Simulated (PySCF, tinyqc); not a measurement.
Worked calculation: CIS and TDHF on RHF in the sto-6g basis, for BH, spin multiplicity 1. The lowest restricted solution is unstable here: a spin-polarised one lies 0.0077 hartree lower (PySCF). One step of it, computed by the program tinyqc.

Question. CIS matrix, triplets. A(ia,jb) = (e_a - e_i) d_ij d_ab - (ij|ab).

orbital energies (hartree): MO1 -7.457247, MO2 -0.501742, MO3 -0.248268, MO4 0.257816, MO5 0.257816, MO6 0.482226

Two-electron integrals over orbitals (pq|rs), unique and non-zero (hartree):
```
p,q,r,s,(pq|rs)
1,1,1,1,2.903729
2,1,1,1,-0.260382
2,1,2,1,0.038274
2,2,1,1,0.609036
2,2,2,1,-0.007170
2,2,2,2,0.503963
3,1,1,1,-0.193654
3,1,2,1,0.025868
3,1,2,2,-0.015333
3,1,3,1,0.029049
3,2,1,1,0.134733
3,2,2,1,-0.009121
3,2,2,2,-0.046096
3,2,3,1,0.004461
3,2,3,2,0.106162
3,3,1,1,0.634323
3,3,2,1,-0.011858
3,3,2,2,0.434487
3,3,3,1,0.003247
3,3,3,2,0.039719
3,3,3,3,0.506448
4,1,4,1,0.021984
4,2,4,1,0.021533
4,2,4,2,0.072251
4,3,4,1,0.015926
4,3,4,2,0.044761
4,3,4,3,0.049855
4,4,1,1,0.743126
4,4,2,1,-0.009127
4,4,2,2,0.459753
4,4,3,1,-0.006181
4,4,3,2,0.070025
4,4,3,3,0.469839
4,4,4,4,0.587109
5,1,5,1,0.021984
5,2,5,1,0.021533
5,2,5,2,0.072251
5,3,5,1,0.015926
5,3,5,2,0.044761
5,3,5,3,0.049855
5,4,5,4,0.031641
5,5,1,1,0.743126
5,5,2,1,-0.009127
5,5,2,2,0.459753
5,5,3,1,-0.006181
5,5,3,2,0.070025
5,5,3,3,0.469839
5,5,4,4,0.523827
5,5,5,5,0.587109
6,1,1,1,0.120433
6,1,2,1,-0.020964
6,1,2,2,-0.006777
6,1,3,1,-0.001920
6,1,3,2,0.015150
6,1,3,3,0.017435
6,1,4,4,0.003758
6,1,5,5,0.003758
6,1,6,1,0.024520
6,2,1,1,-0.176118
6,2,2,1,0.003018
6,2,2,2,-0.036002
6,2,3,1,0.012829
6,2,3,2,-0.044409
6,2,3,3,-0.000063
6,2,4,4,-0.092429
6,2,5,5,-0.092429
6,2,6,1,0.009434
6,2,6,2,0.109732
6,3,1,1,0.131136
6,3,2,1,-0.003274
6,3,2,2,-0.022423
6,3,3,1,0.005702
6,3,3,2,0.093207
6,3,3,3,0.051983
6,3,4,4,0.070423
6,3,5,5,0.070423
6,3,6,1,0.009714
6,3,6,2,-0.061749
6,3,6,3,0.109009
6,4,4,1,-0.009249
6,4,4,2,-0.032219
6,4,4,3,-0.004266
6,4,6,4,0.028664
6,5,5,1,-0.009249
6,5,5,2,-0.032219
6,5,5,3,-0.004266
6,5,6,5,0.028664
6,6,1,1,0.632961
6,6,2,1,-0.005813
6,6,2,2,0.516789
6,6,3,1,-0.015151
6,6,3,2,-0.061974
6,6,3,3,0.459751
6,6,4,4,0.453198
6,6,5,5,0.453198
6,6,6,1,-0.008657
6,6,6,2,-0.010386
6,6,6,3,-0.036951
6,6,6,6,0.565570
```

Give: CIS matrix A, triplet.

Answer.

CIS matrix A, triplet (hartree), lower triangle:
```
,1>4,1>5,1>6,2>4,2>5,2>6,3>4,3>5,3>6
1>4,6.9719
1>5,0.0000,6.9719
1>6,0.0000,0.0000,7.3065
2>4,0.0091,0.0000,0.0000,0.2998
2>5,0.0000,0.0091,0.0000,0.0000,0.2998
2>6,0.0000,0.0000,0.0058,0.0000,0.0000,0.4672
3>4,0.0062,0.0000,0.0000,-0.0700,0.0000,0.0000,0.0362
3>5,0.0000,0.0062,0.0000,0.0000,-0.0700,0.0000,0.0000,0.0362
3>6,0.0000,0.0000,0.0152,0.0000,0.0000,0.0620,0.0000,0.0000,0.2707
```
